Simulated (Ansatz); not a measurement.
# CH9NSi: the cost of one run

Program: Ansatz 0.2.0. Level of theory: RKS B3LYP/def2-SVPD. These are calculated values, not measurements.

**1. The system as given**

Bond lengths: Si1–N2 2.126 Å, Si1–H3 1.458 Å, Si1–H4 1.495 Å, Si1–H5 1.456 Å, Si1–C7 2.175 Å, N2–H8 1.010 Å, N2–H9 1.010 Å, C7–H10 1.084 Å, C7–H11 1.085 Å, C7–H12 1.100 Å. Angles (14 of 19 angles, heavy atoms first): N2–Si1–C7 76.6°, Si1–N2–H8 121.8°, Si1–N2–H9 121.1°, N2–Si1–H3 85.6°, N2–Si1–H4 165.8°, N2–Si1–H5 86.4°, H3–Si1–C7 115.6°, H4–Si1–C7 89.3°, H5–Si1–C7 112.1°, Si1–C7–H10 99.6°, Si1–C7–H11 96.2°, Si1–C7–H12 140.4°, H8–N2–H9 108.9°, H3–Si1–H4 99.5°.

Coordinates:

```xyz
12

Si   -1.1006    0.1193    0.1884
N     0.5148   -0.7900    1.2292
H    -1.2113    0.9906    1.3525
H    -1.9660    0.8735   -0.7686
H    -1.6293   -1.2267    0.0220
H     0.8684   -0.2223    0.0688
C     0.6078    0.4916   -1.1059
H     0.6121   -1.7940    1.2891
H     0.8972   -0.3729    2.0660
H     0.6180    1.5750   -1.0852
H     0.1312    0.1664   -2.0247
H     1.6577    0.1895   -1.2314
```

**2. A restrained relaxation towards end A**

Springs on the bonds that form and break draw the guess towards this end; the thresholds are loose.

input.yaml

```yaml
crystal:
  periodic: [false, false, false]
  atoms:
    - { symbol: Si, position_ang: [-1.1006, 0.1193, 0.1884] }
    - { symbol: "N", position_ang: [0.5148, -0.79, 1.2292] }
    - { symbol: H, position_ang: [-1.2113, 0.9906, 1.3525] }
    - { symbol: H, position_ang: [-1.966, 0.8735, -0.7686] }
    - { symbol: H, position_ang: [-1.6293, -1.2267, 0.022] }
    - { symbol: H, position_ang: [0.8684, -0.2223, 0.0688] }
    - { symbol: C, position_ang: [0.6078, 0.4916, -1.1059] }
    - { symbol: H, position_ang: [0.6121, -1.794, 1.2891] }
    - { symbol: H, position_ang: [0.8972, -0.3729, 2.066] }
    - { symbol: H, position_ang: [0.618, 1.575, -1.0852] }
    - { symbol: H, position_ang: [0.1312, 0.1664, -2.0247] }
    - { symbol: H, position_ang: [1.6577, 0.1895, -1.2314] }
basis:
  gaussian: { orbitals: def2-SVPD }
hamiltonian:
  xc: b3lyp
relax:
  f_tol: 0.15
  max_steps: 25
  restrain:
    - { distance: [0, 6], at: 3.17, k: 30.0 }
    - { distance: [5, 1], at: 2.32, k: 30.0 }
    - { distance: [0, 1], at: 1.82, k: 30.0 }
    - { distance: [5, 6], at: 1.07, k: 30.0 }
output:
  orbitals: {}
```

Run with:

```bash
ansatz run input.yaml --threads 4 --pin off --max-ram 5120MiB --backend cpu --events-out ev --progress --plain --runs-dir out
```

**Question.** How long does this run take on 4 threads of Arm Neoverse N1, shared host, and how much memory does it need?

About 62 s, with a peak of 0.31 GiB.
